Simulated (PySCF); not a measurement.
Compound: 1,1,1-trifluoroethane, C2H3F3.
Z-matrix (Å and degrees, PBE0-D3(BJ)/def2-SVP geometry), rows numbered from 1:
```
C 
C   1  1.4991
F   2  1.3372  1  111.60
F   2  1.3379  1  111.51  3   120.03
F   2  1.3381  1  111.65  3  -120.03
H   1  1.0973  2  109.52  3  -179.93
H   1  1.0973  2  109.55  3    60.09
H   1  1.0974  2  109.47  3   -59.97
```

Jobs on this species (8 atoms, 42 electrons) with PySCF (density fitting). Hardware of each: an Arm Neoverse V2 with one thread (shared host). The host was shared with other jobs, so the times are rough. Peak memory is the resident size of the whole Python process, interpreter and libraries included.

```tsv
level and settings	work	basis functions	SCF cycles	wall time	peak memory
delta-SCF UKS HF, pcX-2 on the ionised atom, pcseg-1 elsewhere, spin-free X2C	ΔSCF core ionisation, 3 holes	116	?	?	?
delta-SCF UKS PBE0, pcX-2 on the ionised atom, pcseg-1 elsewhere, spin-free X2C	ΔSCF core ionisation, 3 holes	116	?	?	?
delta-SCF UKS SCAN, def2-TZVP on the ionised atom, pcseg-1 elsewhere, spin-free X2C	ΔSCF core ionisation, 3 holes	102	47	9.6 s	0.44 GiB
delta-SCF UKS PBE, pcX-2 on the ionised atom, pcseg-1 elsewhere, spin-free X2C	ΔSCF core ionisation, 3 holes	116	46	6.5 s	0.44 GiB
delta-SCF UKS B3LYP, pcX-2 on the ionised atom, pcseg-1 elsewhere, spin-free X2C	ΔSCF core ionisation, 3 holes	116	43	11 s	0.44 GiB
PBE0-D3(BJ)/def2-SVP, grid level 1	geometry optimisation from a GFN2-xTB start shaken at random	85	53	18 s	0.36 GiB
delta-SCF UKS SCAN, pcX-1 on the ionised atom, pcseg-1 elsewhere, spin-free X2C	ΔSCF core ionisation, 3 holes	95	46	8.2 s	0.44 GiB
delta-SCF UKS SCAN, pcX-2 on the ionised atom, pcseg-1 elsewhere, non-relativistic	ΔSCF core ionisation, 3 holes	116	50	11 s	0.44 GiB
delta-SCF UKS SCAN, pcX-2 on the ionised atom, pcseg-1 elsewhere, spin-free X2C	ΔSCF core ionisation, 3 holes	116	49	11 s	0.38 GiB
```

Task: Fill in the missing figures.

Result: 
- delta-SCF UKS HF, pcX-2 on the ionised atom, pcseg-1 elsewhere, spin-free X2C; ΔSCF core ionisation, 3 holes: 5.6 s, 0.44 GiB, 44 SCF cycles
- delta-SCF UKS PBE0, pcX-2 on the ionised atom, pcseg-1 elsewhere, spin-free X2C; ΔSCF core ionisation, 3 holes: 10 s, 0.44 GiB, 43 SCF cycles

Task: What do all jobs in the table cost together?

Result: About 91 s; the longest takes about 20 % of that, and about 3.2 times as long as the shortest.
